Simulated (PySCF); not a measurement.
Diamond: correlation energy from several methods in one and the same small orbital space (PySCF; 2 atoms at the zone centre, 8 electrons in 26 orbitals, empty ones MP2 natural orbitals of a DZ basis, lattice constant set to 4.10205 Å). Its volume lies 52 % above that of the crystal's usual cell. It tests the methods against each other and lies far from the crystal's limit.

Full CI gives -3.8843 eV per atom.

Q: What share of it do MP2, CCSD, CCSD(T), CCSDT, CCSDT(Q) recover?

A: MP2 71.2 %; CCSD 94.3 %; CCSD(T) 98.7 %; CCSDT 99.3 %; CCSDT(Q) 99.9 %.

```
method    E_corr (eV per atom)  share of full CI (%)  error (meV)
--------  --------------------  --------------------  -----------
MP2                    -2.7644                  71.2         1120
CCSD                   -3.6643                  94.3          220
CCSD(T)                -3.8339                  98.7           50
CCSDT                  -3.8590                  99.3           25
CCSDT(Q)               -3.8798                  99.9            5
full CI                -3.8843                 100.0            0
```

The Hartree–Fock determinant has a weight of 0.75 in the full CI state.

MP2, (T) and (Q) use filled levels shifted down by the Madelung term, which in so small a cell is a large part of the gap, so these rows hang on it.
